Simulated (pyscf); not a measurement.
Optimised with ωB97X-D3(BJ)/def2-SVP in PySCF.

Problem. Estimate by transition-state theory (the high-pressure limit) the rate constant of F–CH₂–F (SMILES FCF) + F–C:–F (SMILES F[C]F) [singlet] → F–CH(F)–CH(F)–F (SMILES FC(F)C(F)F) (singlet surface; C–H broken, C–C, C–H formed) at 600 K, with ωB97M-D3(BJ)/def2-TZVP energies (ideal gas, 1 atm, RRHO with modes under 100 cm⁻¹ raised to 100, one conformer, R ln 2 for rigid chiral ones; no tunnelling).

Solution. The electronic barrier is 39.7 kcal/mol and the thermal terms add +21.3, so ΔG‡ = 61.0 kcal/mol. With k_BT/h = 1.25e+13 s⁻¹ and RT = 1.192 kcal/mol, and a volume of 8.18e-20 cm³ per molecule at 1 atm, k = 6.1e-29 cm³ molecule⁻¹ s⁻¹. The product is born with the 97 kcal/mol of the reverse barrier and needs collisions to keep. Wigner's tunnelling factor for 1350i cm⁻¹ would be 1.44, likely too low at so high a frequency. A shift of 1 kcal/mol in the barrier changes k by a factor 2.3. F–CH(F)–CH(F)–F lies 6.2 kcal/mol over its isomer F–CH₂–C(F)(F)–F, and others may lie lower still (electronic energy, ωB97M-D3(BJ)). This is the saddle that the search found; another between the same sides may lie lower.
